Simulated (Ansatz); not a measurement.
C₅H₁₂O (`CCCOCC`), relaxed with RKS PBE-D4/def2-SVP in Ansatz from a rough embedded geometry. The force threshold is 0.03 eV/Å; the program also tests the step.

The species carries charge 0 and has multiplicity 1.

Start:

```xyz
18

C     2.067   -1.028   -1.708
C     0.769   -0.537   -1.186
C     0.554   -0.810    0.317
O    -0.809   -0.451    0.715
C    -0.945    0.983    1.022
C    -2.327    1.209    1.498
H     2.141   -2.091   -1.571
H     2.915   -0.506   -1.152
H     2.184   -0.834   -2.810
H     0.638    0.578   -1.424
H    -0.104   -1.017   -1.756
H     1.306   -0.266    0.933
H     0.658   -1.869    0.482
H    -0.793    1.521    0.072
H    -0.180    1.311    1.738
H    -2.522    0.639    2.385
H    -2.489    2.280    1.715
H    -3.063    0.889    0.730
```

**Question.** How much energy does the relaxation release, and in how many steps? (An estimate is asked.)

**Answer.** Ansatz gave: 7.29 kcal/mol, in 4 steps.

**Question.** Which bonds change most? (Best estimate.)

**Answer.** Computed: O4–C5 from 1.473 to 1.416 Å; C3–O4 from 1.464 to 1.415 Å; C1–C2 from 1.483 to 1.528 Å; C5–C6 from 1.479 to 1.519 Å.

**Question.** Give the relaxed structure. (Estimate.)

**Answer.** Computed: 
```xyz
18

C     2.094   -1.024   -1.696
C     0.732   -0.524   -1.218
C     0.499   -0.792    0.273
O    -0.784   -0.417    0.736
C    -0.944    0.968    0.979
C    -2.342    1.206    1.521
H     2.207   -2.116   -1.530
H     2.925   -0.522   -1.157
H     2.242   -0.837   -2.779
H     0.640    0.565   -1.422
H    -0.087   -1.014   -1.787
H     1.298   -0.289    0.877
H     0.589   -1.883    0.468
H    -0.789    1.568    0.047
H    -0.174    1.323    1.712
H    -2.499    0.634    2.457
H    -2.505    2.281    1.732
H    -3.104    0.873    0.787
```
